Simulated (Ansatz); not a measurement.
Correlation energies of CH$_{7}$BSi (`B[SiH2]C`) by basis set

Z-matrix (Å, degrees):
```
Si
C 1 1.876
B 1 2.010 2 116.0
H 1 1.496 2 109.7 3 -120.9
H 1 1.495 2 109.8 3 122.6
H 2 1.093 1 110.7 3 -60.3
H 2 1.092 1 110.7 3 59.3
H 2 1.092 1 111.2 3 179.5
H 3 1.197 1 119.3 2 177.5
H 3 1.197 1 123.7 2 -3.1
```

The species carries charge 0 and has multiplicity 1. All single points use the PBE0-D4/def2-TZVP geometry. Frozen core, restricted reference, Ansatz. CBS rows extrapolate triple and quadruple zeta; past MP2 they add the triple-zeta difference.

| basis | HF (Eh) | MP2 corr. |
| --- | --- | --- |
| def2-SVP | -355.38770 | -0.33142 |
| def2-TZVPP | -355.56323 | -0.40893 |
| def2-QZVPP | -355.57553 | -0.43564 |

Q: Estimate the CCSD correlation energy and the (T) correction in each basis where they were run (hartree).

A: 
```
     basis  CCSD corr.       (T)
  def2-SVP    -0.38739  -0.00973
def2-TZVPP    -0.46158  -0.01540
 CBS(def2)    -0.50806     as TZ
```
